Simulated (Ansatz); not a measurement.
# BSiH2 (quartet): RPA-PBE over vertical spin and charge gaps, cc-pVTZ

Aim: run BSiH2 (quartet) with these functionals over vertical spin and charge gaps, and hold them against the top wave-function level at the same points.

The runs use Ansatz 0.2.0, Gaussian basis; cc-pVTZ, all electrons in the functionals, frozen cores in the correlation of double hybrids and RPA.

The runs, in order: RPA-PBE, at charge 0, quartet; charge 0, doublet; charge 0, sextet; charge 1, triplet; charge 1, quintet.

7 further runs of the same task are left out: 2 for a known fault of the program, 5 set aside as unsound or not needed.

**1. What is computed**

The geometry is a PBE0/def2-TZVP stationary point (not a proven minimum).

4 atoms, charge 0, spin multiplicity 4.

Atoms are counted from 1 here; the program's logs count them from 0.

Bond lengths: Si1–B2 1.871 Å, Si1–H3 1.488 Å, Si1–H4 1.488 Å. Angles: B2–Si1–H3 125.4°, B2–Si1–H4 125.4°, H3–Si1–H4 109.2°.

No dispersion term is added.

The geometry shown and the zero of energy belong to the point charge 0, quartet. The yardstick, UCCSDT(Q), and other wave-function levels (R restricted, U unrestricted, valence and pair active spaces) come from earlier runs.

**2. RPA-PBE, charge 0, quartet**

File in.yaml:

```yaml
crystal:
  periodic: [false, false, false]
  atoms:
    - {symbol: Si, position_ang: [0.000000, 0.000000, 0.451790]}
    - {symbol: B, position_ang: [0.000000, 0.000000, -1.418773]}
    - {symbol: H, position_ang: [0.000000, 1.212692, 1.314369]}
    - {symbol: H, position_ang: [0.000000, -1.212692, 1.314369]}
basis:
  gaussian: {orbitals: cc-pVTZ}
magnetization: {spin_polarized: true, initial_magnetization: 3}
hamiltonian: {xc: {name: PBE}}
correlation: {method: rpa, electrons: outside_noble_gas}
```

Command:

```bash
> ansatz run in.yaml --threads 2 --pin off --events-out ev --progress --plain --max-ram 24576MiB --backend cuda --devices 0, --max-vram 18GiB
```

Further steps of the session: RPA-PBE, charge 0, doublet; RPA-PBE, charge 0, sextet; RPA-PBE, charge 1, triplet; RPA-PBE, charge 1, quintet.

**Question.** What will the summary of the whole plan be? Wanted: quartet to doublet, UCCSDT(Q); quartet to sextet, UCCSDT(Q); ionisation to the triplet cation, UCCSDT(Q); ionisation to the quintet cation, UCCSDT(Q); largest miss, RPA-PBE.

**Answer**, as computed:

| quantity | value |
| --- | --- |
| quartet to doublet, UCCSDT(Q) | -27.8 kJ/mol |
| quartet to sextet, UCCSDT(Q) | 635.9 kJ/mol |
| ionisation to the triplet cation, UCCSDT(Q) | 754.2 kJ/mol |
| ionisation to the quintet cation, UCCSDT(Q) | 1229.5 kJ/mol |
| largest miss, RPA-PBE | +18.3 kJ/mol (ionisation to the triplet cation) |

In words: RPA-PBE strays by up to 18.3 kJ/mol, at ionisation to the triplet cation. Functionals and the yardstick converge differently with the basis, so part of each miss in cc-pVTZ is the basis.
